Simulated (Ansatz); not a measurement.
Born–Oppenheimer molecular dynamics of BF2H (4 atoms, charge 0, multiplicity 1). It starts from a relaxed structure.

Level of theory: RKS B3LYP-D4/6-31G* (Ansatz 0.2.0).

```json
{
  "ensemble": "NVT, Nosé–Hoover chain",
  "time step": "1 fs",
  "steps asked": "250",
  "set temperature": "1500 K",
  "thermostat": "time constant 300 fs, chain length 3",
  "seed": "362153"
}
```

First frame:

```xyz
4
Properties=species:S:1:pos:R:3
B 0.007 0.000 -0.004
F -0.012 0.000 1.315
H 1.038 0.000 -0.599
F -1.145 0.000 -0.647
```

(1) How far do the bonds stretch over the last three quarters of this one trajectory? (Pairs bonded in most of those frames.)

Results:

(1) 
| bond | mean (Å) | spread (Å) | shortest | longest |
| --- | --- | --- | --- | --- |
| B1–F2 | 1.322 | 0.026 | 1.26 | 1.38 |
| B1–H3 | 1.206 | 0.041 | 1.13 | 1.28 |
| B1–F4 | 1.324 | 0.023 | 1.28 | 1.37 |

Mean temperature of the second half: 831 K. The conserved energy stayed within 1.7 meV per atom of its start (net change 0.75 meV per atom), so the integration is sound. The mean temperature of the second half is 45 % below the set value. A run of 0.25 ps of so small a system gives no equilibrium averages.

Time of the run: 3.1 min on 1 thread of AMD EPYC 7R43 64-Core Processor (Zen 3), with other jobs on the host, peak memory 0.11 GiB.
